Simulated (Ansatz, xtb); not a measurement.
Isomers of C3H6Cl in order of energy

5 gas-phase structures of C3H6Cl, found in a search over its isomers (lower ones may exist). Each was relaxed with GFN2-xTB; where two conformers were screened, the lower at r2SCAN-D4/def2-SVP is listed:

A. `CC[CH]Cl`, a doublet
B. `[CH2]CCCl`, a doublet
C. `[CH2][C@@H](C)Cl`, a doublet
D. `C[CH]CCl`, a doublet
E. `C[C](C)Cl`, a doublet

Task: Which do you expect lowest at r2SCAN-D4/def2-SVP, and how would the others follow?

Result: Calculated order at r2SCAN-D4/def2-SVP: E (0.0), A (25.0), D (25.0), C (31.8), B (46.0) kJ/mol. Less than 1 kcal/mol parts A and D, so the order within that pair means little.

Energies above the lowest of each column, in kJ/mol; the last columns are at B3LYP-D3(BJ)/def2-SVP geometries (a dash: not run or not comparable):

```
structure  GFN2-xTB  HF/STO-3G  r2SCAN-D4/def2-SVP  B3LYP-D3(BJ)/def2-SVP  CCSD(T)/def2-SVP + ΔMP2/def2-TZVPP
        E       0.0        0.0                 0.0                    0.0                                 0.0
        A      23.9       22.6                25.0                   20.7                                17.0
        D      27.5       32.6                25.0                   19.7                                18.6
        C      42.0       40.2                31.8                   28.9                                   –
        B      71.3       38.7                46.0                   43.6                                   –
```

Every level run on E puts it lowest or level with the lowest. Flexible structures stand in one conformer each, not always the lowest. Frequencies (B3LYP-D3(BJ)/def2-SVP) were run for A, D, E alone. Open shells are spin-unrestricted. ΔMP2 is the change of the MP2 energy from the smaller to the larger basis.

Over these structures GFN2-xTB departs from r2SCAN-D4/def2-SVP by 8.3 kJ/mol on average once a common shift is removed. A GFN2-xTB relaxation took about 0.05 s and the r2SCAN-D4/def2-SVP energy about 2.6 s on a shared host (Ansatz 0.2.0, xtb 6.7.1).
